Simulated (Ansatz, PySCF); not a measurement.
This Ansatz (a quantum-chemistry and plane-wave program) input computes a SVWN5/def2-TZVPD energy:

Ansatz 0.2 input:
```yaml
crystal:
  periodic: [false, false, false]
  atoms:
    - {symbol: C, position_ang: [-0.00000000, 0.00000000, -0.00000000]}
    - {symbol: Cl, position_ang: [1.03270813, 1.04102812, 1.00808710]}
    - {symbol: Cl, position_ang: [-1.00558480, -1.02967179, 1.04644180]}
    - {symbol: Cl, position_ang: [-1.04891159, 1.01361708, -1.01923016]}
    - {symbol: Cl, position_ang: [1.02178826, -1.02497341, -1.03529874]}
basis:
  gaussian:
    orbitals: def2-TZVPD
hamiltonian:
  xc: {name: SVWN5}
output: {forces: true}
```

Task: Write an input for the same energy in PySCF and say what it gives.

Result: 
```python
from pyscf import gto, scf, dft

mol = gto.M(
    atom='''
    C    -0.00000000    0.00000000   -0.00000000
    Cl    1.03270813    1.04102812    1.00808710
    Cl   -1.00558480   -1.02967179    1.04644180
    Cl   -1.04891159    1.01361708   -1.01923016
    Cl    1.02178826   -1.02497341   -1.03529874
    ''',
    basis='def2-tzvpd',
    charge=0,
    spin=0,
    verbose=4,
)

mf = dft.RKS(mol, xc='svwn').density_fit(auxbasis='def2-universal-jkfit')
mf.grids.level = 3
mf.conv_tol = 1e-9
mf.max_cycle = 100
mf.max_memory = 1500
mf.kernel()
if not mf.converged:
    mf = mf.newton()
    mf.kernel(mf.make_rdm1())
mf.analyze()
```
It gives -1872.70921 Eh, and Ansatz -1872.70914 Eh, a difference of 0.07 mEh, from the treatment of integrals and grids.
